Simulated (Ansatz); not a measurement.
```yaml
crystal:
  periodic: [false, false, false]
  atoms:
    - {symbol: Al, position_ang: [-0.893573, 0.255237, -0.988363]}
    - {symbol: Al, position_ang: [0.859361, -0.440896, 0.803590]}
    - {symbol: Cl, position_ang: [1.306493, 0.976144, 2.307152]}
    - {symbol: H, position_ang: [-1.279858, -0.722628, -2.184331]}
    - {symbol: H, position_ang: [-1.613061, 1.671457, -0.923444]}
    - {symbol: H, position_ang: [1.662738, -1.803414, 0.939195]}
basis:
  gaussian: {orbitals: aug-pcseg-2}
hamiltonian: {xc: {name: r2SCAN0}, dispersion: d3bj, pseudopotentials: {relativity: scalar}}
output: {forces: true}
```

```sh
$ ansatz run in.yaml --threads 2 --pin off --events-out ev --progress --plain --max-ram 4352MiB
```

Shortened log:

```
Warning: the engine holds no damping parameters fitted to this dispersion correction and functional, so the run takes those fitted to r2scan0 beside the three-body term, which d3bj leaves out (hamiltonian.dispersion, under Limitations)
Functional definition: r2SCAN0
1204 factors; their error is unknown
mean field evaluation 1: about -25819.9243 eV, gradient 1.7e1 eV
mean field evaluation 2: about -25820.4610 eV, gradient 1.1e1 eV
mean field evaluation 4: about -25820.7495 eV, gradient 6.4e-1 eV
mean field evaluation 8: about -25820.8696 eV, gradient 1.3e-1 eV
mean field -25820.86966295 eV, -948.8994580995 hartree, gradient 4.8e-5 eV, S^2 0.000000; 0 other end points of the search recorded, 0 dependent functions left out
reference -25820.86968331 eV, -948.8994588475 hartree; 23, 23 occupied and 196, 196 virtual orbitals, 1204 factors
Total energy: -25820.90782163 eV, -948.9008604049 hartree
Relativity: scalar
Atom 0 at    -0.893573     0.255237    -0.988363 Å, force    -0.084574     0.028859    -0.089561 eV/Å
Atom 1 at     0.859361    -0.440896     0.803590 Å, force     0.098008    -0.008287     0.120514 eV/Å
Atom 2 at     1.306493     0.976144     2.307152 Å, force    -0.034358    -0.114510    -0.120484 eV/Å
Atom 3 at    -1.279858    -0.722628    -2.184331 Å, force     0.033378     0.091014     0.106479 eV/Å
Atom 4 at    -1.613061     1.671457    -0.923444 Å, force     0.064418    -0.127598    -0.005117 eV/Å
Atom 5 at     1.662738    -1.803414     0.939195 Å, force    -0.076871     0.130523    -0.011830 eV/Å
Dipole moment:    -0.109322    -0.170360    -0.251593 e Å
```

Run time 9 s (2 threads of an Arm Neoverse V2 on a shared host); peak host memory 0.59 GiB.
